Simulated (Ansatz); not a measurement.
Relaxed structures of CH$_{3}$SSi (charge -1), singlet (PBE0-D4/def2-TZVPD; forces vanish, vibrations not checked; lower isomers may exist, and structures with a doubtful reference or unclear bonds are left out; Å). Ansatz 0.2.0; basis: def2-TZVPPD; cores frozen in the correlated methods.

Problem. Rank them by CCSD(T) energy, lowest first, and give each one's height above the lowest. Links in brackets join atoms within 1.22 times the sum of their covalent radii (1.1 for two metals). (Judge from chemistry; the value comes from the calculation.)
A.
CH₃SSi ([SiH2][CH][S]), total charge -1
```
6
angstrom
Si -0.3066 -0.0346 -1.0030
C 0.5891 -0.0785 0.5810
S 0.7950 -1.2823 1.7192
H -1.5934 -0.8079 -0.8559
H -0.7341 1.4117 -1.1443
H 1.2501 0.7916 0.7030
```
B.
CH₃SSi ([SiH][CH][SH]), total charge -1
```
6
angstrom
Si -0.5154 0.2607 -0.7176
C 0.6753 -0.0923 0.5374
S 0.9117 -1.5957 1.4441
H -1.3560 -1.0332 -0.6072
H 0.7957 -1.1749 2.7273
H 1.4827 0.6208 0.7166
```
C.
CH₃SSi ([SiH2][C][SH]), total charge -1
```
6
angstrom
Si -0.3232 -0.1283 -0.6657
C 0.7792 0.0580 0.6735
S 1.0927 -0.9542 1.9535
H -1.6342 -0.8652 -0.4408
H -0.6719 1.1664 -1.3395
H 0.1098 -1.9446 2.0433
```

Solution. Computed: A (0.00 kcal/mol), B (11.39 kcal/mol), C (38.57 kcal/mol). Heights count from the lowest.

The T1 diagnostic stays at or below 0.029. The restricted Hartree–Fock reference is unstable towards an unrestricted one at one or more of these structures.

For scale, one of the runs: CCSD(T)/def2-TZVPPD, 187 basis functions, launched by `ansatz run in.yaml --threads 2 --pin off --events-out ev --progress --plain --max-ram 4352MiB`. Hardware: 2 CPU threads of an Arm Neoverse V2, shared host. Wall time 34 s; peak host memory 1.8 GiB.
